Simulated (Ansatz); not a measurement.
# Rh: convergence with LAPW's plane-wave cutoff

An exercise on one series of results from a longer session: the logs are not shown, and one member is left open.

Method: DFT, PBE, all-electron LAPW, scalar-relativistic, in Ansatz 0.2.0.

1 further run of the same task is left out (set aside as unsound or not needed).

## The structure to begin with

It takes space group Fm-3m (No. 225, cubic). The conventional cell has a = 3.831 Å, b = 3.831 Å, c = 3.831 Å, α = 90.00°, β = 90.00°, γ = 90.00°. Rh (site symmetry m-3m) is surrounded by 12 Rh at 2.71 Å.

Coordinates:

```cif
data_structure
_symmetry_space_group_name_H-M 'P 1'
_symmetry_Int_Tables_number 1
_cell_length_a 2.7086
_cell_length_b 2.7086
_cell_length_c 2.7086
_cell_angle_alpha 60.000
_cell_angle_beta 60.000
_cell_angle_gamma 60.000
_cell_volume 14.05
loop_
_atom_site_label
_atom_site_type_symbol
_atom_site_fract_x
_atom_site_fract_y
_atom_site_fract_z
_atom_site_occupancy
Rh1 Rh 0.00000 0.00000 0.00000 1
```

The structure (fcc type) was typed from a prototype and relaxed by PAW; whether it is the ground state wasn't tested.

Set-up of the first run:

Input file input.yaml:

```yaml
crystal:
  lattice:
    - [0.0, 1.9152881739, 1.9152881739]
    - [1.9152881739, 0.0, 1.9152881739]
    - [1.9152881739, 1.9152881739, 0.0]
  atoms:
    - { symbol: Rh, position: [0.0, 0.0, 0.0] }
kpoints:
  mp_grid: { grid: [16, 16, 16] }
scf:
  occupations: { method: fermi_dirac, width: 0.05 }
hamiltonian:
  xc: pbe
  pseudopotentials: { kind: all_electron, lapw: { basis_error: 0.0005 } }
output:
  forces: true
  stress: true
  eigenvalues: true
basis:
  ecutwfc: 90
```

Steps of the session up to this table: With plane-wave cutoff typed as 90 eV; With plane-wave cutoff typed as 150 eV; With plane-wave cutoff typed as 260 eV; With plane-wave cutoff typed as 400 eV.

One table of the session follows, with a row left open; its other results are not shown here.

| cutoff (eV) | pressure (GPa) |
| --- | --- |
| 90 | 5.32 |
| 150 | ? |
| 260 | -0.04 |
| 400 | -0.04 |

**Question.** Estimate the row for cutoff (eV) = 150.

Worked estimate for «pressure (GPa)». A straight line through the neighbours (90, 5.32) and (260, -0.04) gives 5.32 + (-0.04 − 5.32) × (150 − 90) / (260 − 90) = 3.43; a parabola fitted to 3 rows on both sides gives 2.76.

The run gave: pressure (GPa): 0.18. In «pressure (GPa)» the line misses by +3.25 and the parabola by +2.58. Between these rows the values bend or scatter more than so simple an estimate can follow.

Energies are those extrapolated to zero smearing.
